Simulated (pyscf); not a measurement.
HO–B(F)–F (SMILES OB(F)F) + HCl (SMILES Cl) -> HO–B(F)–F (SMILES OB(F)F) + HCl (SMILES Cl) (four-centre exchange; singlet surface; H–O, Cl–H broken, H–O, Cl–H formed). Optimised with ωB97X-D3(BJ)/def2-SVP in PySCF. Correlated levels are frozen-core, on RHF or UHF. ΔMP2 is the change of the MP2 total energy from the triple- to the quadruple-zeta basis. Energies in kcal/mol from the separated reactants.

| level | barrier | reaction energy |
|---|---|---|
| B3LYP-D3(BJ)/def2-TZVP | 33.7 | 0.0 |
| PBE0-D3(BJ)/def2-TZVP | (withheld) | 0.0 |
| ωB97M-D3(BJ)/def2-TZVP | 35.3 | 0.0 |
| HF/def2-TZVP | 50.0 | 0.0 |
| MP2/def2-QZVPP | 35.3 | 0.0 |
| CCSD/def2-TZVPP | 41.0 | 0.0 |
| CCSD(T)/def2-TZVPP + ΔMP2(QZVPP) | (withheld) | 0.0 |

Task: Complete the blanks.

Result: 
- PBE0-D3(BJ)/def2-TZVP, barrier: 32.1
- CCSD(T)/def2-TZVPP + ΔMP2(QZVPP), barrier: 37.5

Of the functionals in the table, ωB97M-D3(BJ) is closest to CCSD(T)/def2-TZVPP + ΔMP2(QZVPP) in the barrier (2.1 kcal/mol apart) and PBE0-D3(BJ) least close (5.4 kcal/mol); that level has limits of its own. The same reactants have a lower exit, to H₂O + F–B(F)–Cl (barrier +21.1 kcal/mol at ωB97M-D3(BJ)/def2-TZVP, against +35.3 kcal/mol here). This is the saddle that the search found; another between the same sides may lie lower. The CCSD(T) − MP2 part came from Ansatz, without density fitting, on the same reference.
